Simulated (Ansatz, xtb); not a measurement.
## Isomers of C3H6OS in order of energy

6 gas-phase structures of C3H6OS, from a drawn sample of its isomers (lower ones may exist). Each was relaxed with GFN2-xTB; where two conformers were screened, the lower at r2SCAN-D4/def2-SVP is listed:

A. `CC(=S)CO`, a singlet
B. `CC(=O)CS`, a singlet
C. `CO[C@@H]1CS1`, a singlet
D. `CSCC=O`, a singlet
E. `SC1COC1`, a singlet
F. `COCC=S`, a singlet

**Question.** Make a reasoned guess at their ranking by r2SCAN-D4/def2-SVP single-point energy.

**Answer.** Calculated order at r2SCAN-D4/def2-SVP: B (0.0), D (9.0), A (14.7), C (22.4), F (29.8), E (31.0) kcal/mol.

Energies above the lowest of each column, in kcal/mol; the last columns are at B3LYP-D3(BJ)/def2-SVP geometries and were run for some of them only (a dash: not run or not comparable):

| structure | GFN2-xTB | HF/STO-3G | r2SCAN-D4/def2-SVP | B3LYP-D3(BJ)/def2-SVP | CCSD(T)/def2-SVP + ΔMP2/def2-TZVPP |
| --- | --- | --- | --- | --- | --- |
| B | 0.0 | 0.6 | 0.0 | 0.0 | 0.0 |
| D | 10.4 | 5.6 | 9.0 | 7.8 | 6.4 |
| A | 9.9 | 24.3 | 14.7 | 14.9 | 12.4 |
| C | 6.3 | 9.1 | 22.4 | – | – |
| F | 19.0 | 24.9 | 29.8 | – | – |
| E | 12.2 | 0.0 | 31.0 | – | – |

CCSD(T)/def2-SVP + ΔMP2/def2-TZVPP puts B lowest of those it was run on; HF/STO-3G picks E. Flexible structures stand in one conformer each, not always the lowest. Frequencies (B3LYP-D3(BJ)/def2-SVP) were run for A, B, D alone. ΔMP2 is the change of the MP2 energy from the smaller to the larger basis.

Over these structures GFN2-xTB departs from r2SCAN-D4/def2-SVP by 7.1 kcal/mol on average once a common shift is removed. A GFN2-xTB relaxation took about 0.13 s and the r2SCAN-D4/def2-SVP energy about 1.8 s on a shared host (Ansatz 0.2.0, xtb 6.7.1).
